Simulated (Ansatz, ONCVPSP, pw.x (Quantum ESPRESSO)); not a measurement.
# What a changed setting does to a pw.x run (bcc Mo)

Potential: optimised norm-conserving Vanderbilt (ONCV), ONCVPSP 4.0.1, LDA (Perdew-Wang 92); core [Ar] 3d10, reference 4s2 4p6 4d6; waves: 4s: rc 1.85 bohr, ncon 4, nbas 9, qcut 3.3 1/bohr, 2 projectors, debl 3.9 Ha; 4p: rc 1.85 bohr, ncon 4, nbas 8, qcut 8.1 1/bohr, 2 projectors, debl 2.6 Ha; 4d: rc 2.15 bohr, ncon 4, nbas 8, qcut 6.5 1/bohr, 2 projectors, debl 3.4 Ha; local part: polynomial inside 1.70 bohr (lpopt 5, dvloc0 3 Ha); core correction: Teter function, fcfact 5, rcfact 1.4.

The reference run (k-mesh 15³, cutoffs 70/280 Ry, Fermi–Dirac 0.01 Ry, mixing_beta 0.4, conv_thr 1e-9, no spin) gives 2.38 GPa at 15.067 Å³/atom, where all-electron LAPW gives 0.24 GPa. This run, with its own iteration cap, changes nspin = 2 with starting_magnetization to 0.5.

```
&control
  calculation='scf', prefix='x', pseudo_dir='./', outdir='./tmp', tstress=.true., disk_io='none'
/
&system
  ibrav=0, nat=1, ntyp=1, ecutwfc=70, ecutrho=280, nbnd=15,
  occupations='smearing', smearing='fd', degauss=0.01, nspin=2, starting_magnetization(1)=0.5
/
&electrons
  conv_thr=1e-09, mixing_beta=0.4, electron_maxstep=60
/
ATOMIC_SPECIES
Mo 1.0 Mo.UPF
CELL_PARAMETERS angstrom
  -1.55592598 1.55592598 1.55592598
  1.55592598 -1.55592598 1.55592598
  1.55592598 1.55592598 -1.55592598
ATOMIC_POSITIONS crystal
Mo 0.0000 0.0000 0.0000
K_POINTS automatic
15 15 15 0 0 0
```

```bash
pw.x < Mo.scf.in > Mo.scf.out
```

Question: How does the run end?

Answer: It converges in 10 iterations; the free energy moves by +0.0 meV/atom and the pressure by +0.01 GPa. The result is that of the reference run.

```
Message from routine setup:
     using ibrav=0 with symmetry is DISCOURAGED, use correct ibrav instead
     lattice parameter (alat)  =       5.0927  a.u.
     unit-cell volume          =     101.6772 (a.u.)^3
     number of electrons       =        14.00
     number of Kohn-Sham states=           15
     kinetic-energy cutoff     =      70.0000  Ry
     charge density cutoff     =     280.0000  Ry
     scf convergence threshold =      1.0E-09
     Exchange-correlation= SLA  PW   NOGX NOGC
     atomic species   magnetization
     number of k points=   120  Fermi-Dirac smearing, width (Ry)=  0.0100
     iteration #  1     ecut=    70.00 Ry     beta= 0.40
     total energy              =    -146.64510345 Ry
     estimated scf accuracy    <       0.48115779 Ry
     total magnetization       =     1.53 Bohr mag/cell
     absolute magnetization    =     1.53 Bohr mag/cell
     iteration #  2     ecut=    70.00 Ry     beta= 0.40
     total energy              =    -146.82536913 Ry
     estimated scf accuracy    <       0.17488460 Ry
     total magnetization       =     0.94 Bohr mag/cell
     absolute magnetization    =     0.94 Bohr mag/cell
     iteration #  3     ecut=    70.00 Ry     beta= 0.40
     total energy              =    -146.87128856 Ry
     estimated scf accuracy    <       0.01304680 Ry
     total magnetization       =     0.28 Bohr mag/cell
     absolute magnetization    =     0.28 Bohr mag/cell
     iteration #  4     ecut=    70.00 Ry     beta= 0.40
     total energy              =    -146.87573246 Ry
     estimated scf accuracy    <       0.00074585 Ry
     total magnetization       =     0.05 Bohr mag/cell
     absolute magnetization    =     0.05 Bohr mag/cell
     iteration #  5     ecut=    70.00 Ry     beta= 0.40
     total energy              =    -146.87601298 Ry
     estimated scf accuracy    <       0.00010983 Ry
     total magnetization       =     0.03 Bohr mag/cell
     absolute magnetization    =     0.03 Bohr mag/cell
     iteration #  6     ecut=    70.00 Ry     beta= 0.40
     total energy              =    -146.87605885 Ry
     estimated scf accuracy    <       0.00000247 Ry
     total magnetization       =     0.00 Bohr mag/cell
     absolute magnetization    =     0.00 Bohr mag/cell
     iteration #  7     ecut=    70.00 Ry     beta= 0.40
     total energy              =    -146.87606042 Ry
     estimated scf accuracy    <       0.00000458 Ry
     total magnetization       =     0.00 Bohr mag/cell
     absolute magnetization    =     0.00 Bohr mag/cell
     iteration #  8     ecut=    70.00 Ry     beta= 0.40
     total energy              =    -146.87606181 Ry
     estimated scf accuracy    <       0.00000002 Ry
     total magnetization       =     0.00 Bohr mag/cell
     absolute magnetization    =     0.00 Bohr mag/cell
     iteration #  9     ecut=    70.00 Ry     beta= 0.40
     total energy              =    -146.87606182 Ry
     estimated scf accuracy    <          2.2E-09 Ry
     total magnetization       =    -0.00 Bohr mag/cell
     absolute magnetization    =     0.00 Bohr mag/cell
     iteration # 10     ecut=    70.00 Ry     beta= 0.40
     the Fermi energy is    21.8622 ev
!    total energy              =    -146.87606182 Ry
     estimated scf accuracy    <          1.9E-11 Ry
     smearing contrib. (-TS)   =      -0.00302422 Ry
     The total energy is F=E-TS. E is the sum of the following terms:
     one-electron contribution =     -16.56117157 Ry
     hartree contribution      =      17.92352165 Ry
     xc contribution           =     -26.93890939 Ry
     ewald contribution        =    -121.29647829 Ry
     total magnetization       =    -0.00 Bohr mag/cell
     absolute magnetization    =     0.00 Bohr mag/cell
     convergence has been achieved in  10 iterations
          total   stress  (Ry/bohr**3)                   (kbar)     P=       23.91
     Message from routine punch:
     Nothing written, as per user request (disk_io='none')
```

The run took about 63 s on one core of a shared host (Intel(R) Xeon(R) Platinum 8259CL CPU @ 2.50GHz, 96 threads, 755 GiB, load 43).
